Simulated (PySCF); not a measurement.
Stretching N2

Set-up: N def2-TZVPPD; no relativity (PySCF 2.14). Energies in eV from N + N in their ground configurations at the same level. State: ¹Σg⁺ (singlet), closed shell.

```tsv
R (Å)	LDA	TPSSh	PBE
0.937	-8.808	-6.837	-7.597
0.981	-10.283	-8.319	-9.129
1.025	-11.136	-9.174	-10.035
1.057	-11.462	-9.499	-10.399
1.090	-11.578	-9.614	-10.552
1.123	-11.529	-9.560	-10.537
1.166	-11.265	-9.288	-10.316
1.221	-10.706	-8.716	-9.808
1.286	-9.827	-7.814	-8.983
1.373	-8.479	-6.430	-7.700
```

Task: Put a parabola through the three lowest points of the LDA curve and estimate Re, k and ωe (reduced mass 7.002 u; 1 eV/Å² = 0.16022 mdyn/Å; ωe = 1302.8·√(k/μ) cm⁻¹).

Result: Through R = 1.057, 1.09, 1.123 Å the second-order coefficient is 75.8 eV/Å², so Re ≈ 1.097 Å, k ≈ 24.3 mdyn/Å and ωe ≈ 2426 cm⁻¹. A polynomial fit of higher order to the unrounded LDA energies gives Re = 1.095 Å, k = 23.9 mdyn/Å, ωe = 2405 cm⁻¹; anharmonicity and rounding make the difference.

The higher-order fit for each curve: LDA: Re = 1.095 Å, ωe = 2405 cm⁻¹, De = 11.58 eV; TPSSh: Re = 1.095 Å, ωe = 2424 cm⁻¹, De = 9.62 eV; PBE: Re = 1.103 Å, ωe = 2355 cm⁻¹, De = 10.56 eV.
